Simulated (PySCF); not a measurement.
# Argon: a sound run and one with changed settings

Sound run: Ar [Ar], Ar⁺ [Ne] 3s2 3p5. Computed with PySCF 2.14 in x2c-SVPall (4s3p1d, 18 functions), with the spin-free X2C one-electron Hamiltonian (Gaussian nucleus). The sound run starts from symmetry-adapted Hartree-Fock orbitals and uses a fine grid where one is needed.

Changed run: 14 angular points. This setting is unsound on purpose.

| species | method | sound run (hartree) | changed run (hartree) | converged |
| --- | --- | --- | --- | --- |
| Ar | UHF | -528.41203 | -528.41203 | yes |
| Ar | M06-L | -529.15332 | -529.15332 | yes |
| Ar | B3LYP | -529.16405 | -529.16405 | yes |
| Ar⁺ | UHF | -527.87589 | -527.87589 | yes |
| Ar⁺ | M06-L | -528.56472 | -528.56653 | yes |
| Ar⁺ | B3LYP | -528.59039 | -528.59027 | yes |

Ionisation energy of Ar:

```
method  sound run (eV)  changed run (eV)
   UHF          14.589            14.589
 M06-L          16.017            15.967
 B3LYP          15.610            15.613
```

A coarse angular grid integrates products of high-l functions wrongly, so density functionals can shift, and the SCF can exploit the error; Hartree-Fock and MP2 need no grid.

For comparison, NIST gives 15.760 eV between the lowest levels.
